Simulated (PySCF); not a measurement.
Species: N-phenylpyrrole, C10H9N.
Numbering: `[cH:1]1[cH:2][cH:3][c:4](-[n:5]2[cH:6][cH:7][cH:8][cH:9]2)[cH:10][cH:11]1` (hydrogens: H12 on C1; H13 on C2; H14 on C3; H15 on C6; H16 on C7; H17 on C8; H18 on C9; H19 on C10; H20 on C11)

The same species was optimised twice, with GFN2-xTB and with PBE0-D3(BJ)/def2-SVP (PySCF), and the same property calculations (PySCF, gas phase) were run on both structures.

```json
{"coordinate": "C7–C8 (Å)", "GFN2-xTB": "1.412", "PBE0-D3(BJ)/def2-SVP": "1.423", "change": "+0.011"}
{"coordinate": "C4–N5 (Å)", "GFN2-xTB": "1.397", "PBE0-D3(BJ)/def2-SVP": "1.408", "change": "+0.011"}
{"coordinate": "C6–C7 (Å)", "GFN2-xTB": "1.365", "PBE0-D3(BJ)/def2-SVP": "1.375", "change": "+0.010"}
{"coordinate": "C8–C9 (Å)", "GFN2-xTB": "1.364", "PBE0-D3(BJ)/def2-SVP": "1.375", "change": "+0.011"}
{"coordinate": "C2–C3 (Å)", "GFN2-xTB": "1.382", "PBE0-D3(BJ)/def2-SVP": "1.392", "change": "+0.010"}
{"coordinate": "N5–C9 (Å)", "GFN2-xTB": "1.366", "PBE0-D3(BJ)/def2-SVP": "1.376", "change": "+0.010"}
{"coordinate": "C10–C11 (Å)", "GFN2-xTB": "1.382", "PBE0-D3(BJ)/def2-SVP": "1.392", "change": "+0.010"}
{"coordinate": "N5–C6 (Å)", "GFN2-xTB": "1.366", "PBE0-D3(BJ)/def2-SVP": "1.376", "change": "+0.010"}
{"coordinate": "C1–C11 (Å)", "GFN2-xTB": "1.385", "PBE0-D3(BJ)/def2-SVP": "1.394", "change": "+0.009"}
{"coordinate": "C1–C2 (Å)", "GFN2-xTB": "1.385", "PBE0-D3(BJ)/def2-SVP": "1.394", "change": "+0.009"}
{"coordinate": "C4–C10 (Å)", "GFN2-xTB": "1.393", "PBE0-D3(BJ)/def2-SVP": "1.399", "change": "+0.006"}
{"coordinate": "C3–C4 (Å)", "GFN2-xTB": "1.393", "PBE0-D3(BJ)/def2-SVP": "1.399", "change": "+0.006"}
{"coordinate": "C6–N5–C9 (°)", "GFN2-xTB": "108.3", "PBE0-D3(BJ)/def2-SVP": "108.8", "change": "+0.5"}
{"coordinate": "N5–C9–C8 (°)", "GFN2-xTB": "108.8", "PBE0-D3(BJ)/def2-SVP": "108.3", "change": "-0.5"}
{"coordinate": "N5–C6–C7 (°)", "GFN2-xTB": "108.7", "PBE0-D3(BJ)/def2-SVP": "108.3", "change": "-0.4"}
{"coordinate": "C3–C4–C10 (°)", "GFN2-xTB": "119.2", "PBE0-D3(BJ)/def2-SVP": "119.6", "change": "+0.4"}
{"coordinate": "C4–N5–C9 (°)", "GFN2-xTB": "125.9", "PBE0-D3(BJ)/def2-SVP": "125.6", "change": "-0.3"}
{"coordinate": "N5–C4–C10 (°)", "GFN2-xTB": "120.5", "PBE0-D3(BJ)/def2-SVP": "120.2", "change": "-0.3"}
{"coordinate": "C4–N5–C6 (°)", "GFN2-xTB": "125.9", "PBE0-D3(BJ)/def2-SVP": "125.6", "change": "-0.3"}
{"coordinate": "C2–C1–C11 (°)", "GFN2-xTB": "119.6", "PBE0-D3(BJ)/def2-SVP": "119.4", "change": "-0.2"}
{"coordinate": "C3–C4–N5–C6 (°)", "GFN2-xTB": "147", "PBE0-D3(BJ)/def2-SVP": "145", "change": "-2"}
```

Rotational constants: A = 3576, B = 714.7, C = 610.9 MHz (GFN2-xTB) against A = 3521, B = 705.4, C = 605.2 MHz (PBE0-D3(BJ)/def2-SVP).

On the GFN2-xTB structure: HOMO (eV) -6.28 [PBE0/pcSseg-1]; LUMO (eV) -0.61 [PBE0/pcSseg-1]; dipole (D) 1.49 [PBE0/pcSseg-1]; GIAO shielding of C1 (ppm) 56.4 [PBE0/pcSseg-1]; GIAO shielding of C2/C11 (mean) (ppm) 51.7 [PBE0/pcSseg-1]; GIAO shielding of C3/C10 (mean) (ppm) 61.1 [PBE0/pcSseg-1]; GIAO shielding of C4 (ppm) 40.3 [PBE0/pcSseg-1]; GIAO shielding of N5 (ppm) 63.7 [PBE0/pcSseg-1]; GIAO shielding of C6/C9 (mean) (ppm) 65.2 [PBE0/pcSseg-1]; GIAO shielding of C7/C8 (mean) (ppm) 69.4 [PBE0/pcSseg-1].

Question: What do these properties become on the PBE0-D3(BJ)/def2-SVP structure?

Answer: 
```
                                    property          level  on GFN2-xTB  on PBE0-D3(BJ)/def2-SVP  change
                                   HOMO (eV)  PBE0/pcSseg-1        -6.28                    -6.27   +0.01
                                   LUMO (eV)  PBE0/pcSseg-1        -0.61                    -0.65   -0.04
                                  dipole (D)  PBE0/pcSseg-1         1.49                     1.55   +0.06
energy, GFN2-xTB geometry as zero (kcal/mol)  PBE0/pcSseg-1          0.0                     -0.5    -0.5
                  GIAO shielding of C1 (ppm)  PBE0/pcSseg-1         56.4                     53.8    -2.6
       GIAO shielding of C2/C11 (mean) (ppm)  PBE0/pcSseg-1         51.7                     49.2    -2.5
       GIAO shielding of C3/C10 (mean) (ppm)  PBE0/pcSseg-1         61.1                     58.2    -2.9
                  GIAO shielding of C4 (ppm)  PBE0/pcSseg-1         40.3                     37.7    -2.6
                  GIAO shielding of N5 (ppm)  PBE0/pcSseg-1         63.7                     58.2    -5.5
        GIAO shielding of C6/C9 (mean) (ppm)  PBE0/pcSseg-1         65.2                     62.0    -3.2
        GIAO shielding of C7/C8 (mean) (ppm)  PBE0/pcSseg-1         69.4                     67.3    -2.1
```

The heavy atoms differ by 0.027 Å rms after alignment. Among bonds between heavy atoms C2–C3, C4–N5, N5–C6, N5–C9, C6–C7, C7–C8, C8–C9 and C10–C11 change most and about equally (+0.010 to +0.011 Å). Changes are differences of the printed values. Neither structure is proved a minimum here.

Shape of the structure used: `[cH:1]1[cH:2][cH:3][c:4](-[n:5]2[cH:6][cH:7][cH:8][cH:9]2)[cH:10][cH:11]1`: C3–C4–N5–C6 145°.
